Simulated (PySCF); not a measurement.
First SCF of a structure search on singlet H2S, at a hand-made linear geometry. PySCF input:

```python
from pyscf import gto, scf, dft
mol = gto.M(atom='''
S      0.000000     0.000000     0.000000
H      0.000000     0.000000     1.350000
H      0.000000     0.000000    -1.350000''',
    basis={'S': 'def2-TZVP', 'H': 'def2-TZVP'},
    charge=0, spin=0)
mf = dft.RKS(mol, xc='PBE')
mf.grids.atom_grid = (50, 194)
aux = {'S': 'def2-universal-JKFIT', 'H': 'def2-universal-JKFIT'}
mf = mf.density_fit(auxbasis=aux)
mf.conv_tol = 1e-08
mf.diis_space = 10
mf.max_cycle = 60
mf.init_guess = 'minao'
mf.verbose = 4
mf.kernel()
```

Excerpt of the output (cycles and frontier levels):

```
init E= -399.150186148451
  HOMO = -0.279923191730409  LUMO = -0.147080133961435  gap/eV = 3.61484
cycle= 1 E= -399.092431225377  delta_E= 0.0578  |g|= 0.282  |ddm|= 1.09
  HOMO = -0.165634097013302  LUMO = -0.124567769697258  gap/eV = 1.11747
cycle= 2 E= -399.082328113867  delta_E= 0.0101  |g|= 0.371  |ddm|= 0.702
  HOMO = -0.223787734993543  LUMO = -0.149040755707439  gap/eV = 2.03397
cycle= 3 E= -399.11971171719  delta_E= -0.0374  |g|= 0.0265  |ddm|= 0.368
  HOMO = -0.22502142763616  LUMO = -0.146788724962196  gap/eV = 2.12882
cycle= 4 E= -399.119821766051  delta_E= -0.00011  |g|= 0.000471  |ddm|= 0.0173
  HOMO = -0.225067938333821  LUMO = -0.146925218652356  gap/eV = 2.12637
cycle= 5 E= -399.119821817971  delta_E= -5.19e-08  |g|= 0.000132  |ddm|= 0.000731
  HOMO = -0.22503381005488  LUMO = -0.146880454718644  gap/eV = 2.12666
cycle= 6 E= -399.119821823423  delta_E= -5.45e-09  |g|= 1.82e-05  |ddm|= 0.000163
  HOMO = -0.225040728424485  LUMO = -0.146888631465902  gap/eV = 2.12663
Extra cycle  E= -399.119821823465  delta_E= -4.2e-11  |g|= 1.67e-05  |ddm|= 3.85e-05
converged SCF energy = -399.119821823465
```

No lower solution of this spin was found from smeared starts or by a stability analysis within the restricted form, which does not test spin polarisation.

The search for the lowest solution, 3 starts and the stability check together, took 2 s on 2 threads of a shared Arm Neoverse V2 host, with 49 basis functions; the process peaked at 0.25 GiB. Launch command: `OMP_NUM_THREADS=2 python axn.py task.json out`.
